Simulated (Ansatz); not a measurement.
Basis-set extrapolation for C$_{2}$H$_{3}$NO$_{2}$ (`N=C=C(O)O`) (PBE0-D4/def2-TZVP geometry, frozen core, Ansatz 0.2.0). Multiplicity 1, RHF reference.

```csv
,def2-TZVPP,def2-QZVPP
HF,-281.691761,-281.704400
MP2 correlation,-0.978230,-1.051073
CCSD(T) correlation,-1.035641,not run
```

Energies in hartree. Use E(X) = E(∞) + A·exp(−7.88·√X) for Hartree–Fock and E(X) = E(∞) + B·X^(−2.97) for correlation, with X = 3 and 4, and add CCSD(T) minus MP2 of the smaller set to the MP2 limit.

Q: What is the CCSD(T) energy at the basis-set limit?

A: HF limit: -281.704400 + (-0.012639) × 0.13774 = -281.70614. MP2 limit: -1.051073 + (-0.072843) × 0.74074 = -1.10503. Higher-order term: -1.035641 − (-0.978230) = -0.05741. Total: -282.86858 hartree, 3.84 eV below CCSD(T)/def2-TZVPP.
